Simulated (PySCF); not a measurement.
PySCF input (PBE0/pcSseg-0):

```python
import numpy as np, basis_set_exchange as bse
from pyscf import gto, scf, dft, df
from pyscf.prop.nmr import rks as nmr

basis = {'C': gto.basis.parse(bse.get_basis('pcSseg-0', elements=['C'], fmt='nwchem')), 'H': gto.basis.parse(bse.get_basis('pcSseg-0', elements=['H'], fmt='nwchem')), 'N': gto.basis.parse(bse.get_basis('pcSseg-0', elements=['N'], fmt='nwchem'))}
mol = gto.M(
    atom='''
    C    -0.02656740   -0.39643901    0.74037214
    N    -0.04025319    0.87186173    0.00009760
    C    -0.04739019   -0.39723479   -0.73890413
    H     0.88684478    1.28341918   -0.01317394
    H    -0.93332050   -0.60983971    1.29271705
    H    -0.96932769   -0.61121579   -1.26527787
    H     0.88822522   -0.70100522    1.23593203
    H     0.85309603   -0.70234775   -1.25968851
    ''',
    basis=basis,
    charge=0,
    verbose=4,
    max_memory=8640,
)
mf = dft.RKS(mol, xc='pbe0')
mf.grids.level = 3
mf.conv_tol = 1e-9
mf.max_cycle = 100
print('smallest overlap eigenvalue', np.linalg.eigvalsh(mol.intor('int1e_ovlp'))[0])
mf.kernel()
dip = mf.dip_moment()
n = nmr.NMR(mf)
n.verbose = 2
n.max_cycle_cphf = 60
sigma = n.kernel()
for i, x in enumerate(sigma):
    print(mol.atom_symbol(i), i + 1, round(x.trace() / 3, 3))
```

Output:

```
PySCF version 2.14.0

[INPUT] verbose = 4
[INPUT] num. atoms = 8
[INPUT] num. electrons = 24
[INPUT] charge = 0
[INPUT] spin (= nelec alpha-beta = 2S) = 0
[INPUT] symmetry False subgroup None
[INPUT] Mole.unit = angstrom
[INPUT] Symbol           X                Y                Z      unit          X                Y                Z       unit  Magmom
[INPUT]  1 C     -0.026567400000  -0.396439010000   0.740372140000 AA   -0.050205109842  -0.749161153994   1.399100574858 Bohr   0.0
[INPUT]  2 N     -0.040253190000   0.871861730000   0.000097600000 AA   -0.076067504740   1.647579888189   0.000184437270 Bohr   0.0
[INPUT]  3 C     -0.047390190000  -0.397234790000  -0.738904130000 AA   -0.089554480091  -0.750664960249  -1.396326438010 Bohr   0.0
[INPUT]  4 H      0.886844780000   1.283419180000  -0.013173940000 AA    1.675893749200   2.425310753214  -0.024895138581 Bohr   0.0
[INPUT]  5 H     -0.933320500000  -0.609839710000   1.292717050000 AA   -1.763720131442  -1.152430031784   2.442881181056 Bohr   0.0
[INPUT]  6 H     -0.969327690000  -0.611215790000  -1.265277870000 AA   -1.831763859057  -1.155030446110  -2.391028645773 Bohr   0.0
[INPUT]  7 H      0.888225220000  -0.701005220000   1.235932030000 AA    1.678502402732  -1.324707877690   2.335573045278 Bohr   0.0
[INPUT]  8 H      0.853096030000  -0.702347750000  -1.259688510000 AA    1.612117854654  -1.327244891704  -2.380466286161 Bohr   0.0

nuclear repulsion = 76.2778222046106
number of shells = 25
number of NR pGTOs = 69
number of NR cGTOs = 37
basis = {'C': [[0, [471.525, 0.0208506], [71.19, 0.144462], [15.886, 0.5], [4.16469, 0.628138]], [0, [0.442581, 1.0]], [0, [0.142836, 1.0]], [1, [28.6787, 0.0100084], [4.41211, 0.118222], [0.87986, 0.5]], [1, [0.192992, 1.0]]], 'H': [[0, [4.34473, 0.0934643], [0.660487, 0.5]], [0, [0.136687, 1.0]]], 'N': [[0, [653.283, 0.0205664], [98.61, 0.143088], [22.0574, 0.5], [5.82324, 0.630731]], [0, [0.637084, 1.0]], [0, [0.199637, 1.0]], [1, [41.0948, 0.0100876], [6.32227, 0.121807], [1.28076, 0.5]], [1, [0.27895, 1.0]]]}
ecp = {}
smallest overlap eigenvalue 0.0061778850420088575

******** <class 'pyscf.dft.rks.RKS'> ********
method = RKS
initial guess = minao
damping factor = 0
level_shift factor = 0
DIIS = <class 'pyscf.scf.diis.CDIIS'>
diis_start_cycle = 1
diis_space = 8
diis_damp = 0
SCF conv_tol = 1e-09
SCF conv_tol_grad = None
SCF max_cycles = 100
direct_scf = True
direct_scf_tol = 1e-13
XC library pyscf.dft.libxc version 7.1.2
    S. Lehtola, C. Steigemann, M. J. T. Oliveira, and M. A. L. Marques,  SoftwareX 7, 1–5 (2018)
XC functionals = pbe0
    C. Adamo and V. Barone,  J. Chem. Phys. 110, 6158 (1999)
    M. Ernzerhof and G. E. Scuseria,  J. Chem. Phys. 110, 5029 (1999)
radial grids:
    Treutler-Ahlrichs [JCP 102, 346 (1995); DOI:10.1063/1.469408] (M4) radial grids

becke partition: Becke, JCP 88, 2547 (1988); DOI:10.1063/1.454033
pruning grids: <function nwchem_prune>
grids dens level: 3
symmetrized grids: False
atomic radii adjust function: <function treutler_atomic_radii_adjust>
small_rho_cutoff = 0
Set gradient conv threshold to 3.16228e-05
Initial guess from minao.
tot grids = 91184
init E= -133.736079951093
  HOMO = -0.300347985287269  LUMO = 0.0410763946936128  gap/eV = 9.29063
cycle= 1 E= -133.411833786504  delta_E= 0.324  |g|= 0.187  |ddm|=  2.6
  HOMO = -0.209765950509245  LUMO = 0.0743470531100858  gap/eV = 7.73111
cycle= 2 E= -133.414691268939  delta_E= -0.00286  |g|= 0.193  |ddm|= 0.629
  HOMO = -0.251998773476936  LUMO = 0.070507508259013  gap/eV = 8.77584
cycle= 3 E= -133.422479193447  delta_E= -0.00779  |g|= 0.0414  |ddm|= 0.274
  HOMO = -0.249941480213889  LUMO = 0.072336076198622  gap/eV = 8.76962
cycle= 4 E= -133.422814974426  delta_E= -0.000336  |g|= 0.0114  |ddm|= 0.0451
  HOMO = -0.249437758438808  LUMO = 0.0726761772448545  gap/eV = 8.76517
cycle= 5 E= -133.422846755815  delta_E= -3.18e-05  |g|= 0.00139  |ddm|= 0.0119
  HOMO = -0.249645372894618  LUMO = 0.0724426176151614  gap/eV = 8.76446
cycle= 6 E= -133.42284732389  delta_E= -5.68e-07  |g|= 0.000213  |ddm|= 0.00274
  HOMO = -0.249623997725358  LUMO = 0.0724812408213771  gap/eV = 8.76493
cycle= 7 E= -133.422847341163  delta_E= -1.73e-08  |g|= 1.67e-05  |ddm|= 0.000495
  HOMO = -0.249622994119147  LUMO = 0.0724812262035055  gap/eV = 8.76490
cycle= 8 E= -133.422847341388  delta_E= -2.26e-10  |g|= 2.04e-06  |ddm|= 8.88e-05
  HOMO = -0.249622612417139  LUMO = 0.0724814092357708  gap/eV = 8.76490
Extra cycle  E= -133.42284734139  delta_E= -1.48e-12  |g|= 2.14e-06  |ddm|= 7.24e-06
converged SCF energy = -133.42284734139
Dipole moment(X, Y, Z, Debye):  1.73255, -1.50270, -0.02359
C 1 173.336
N 2 257.17
C 3 173.336
H 4 34.19
H 5 31.414
H 6 31.414
H 7 31.525
H 8 31.525
```
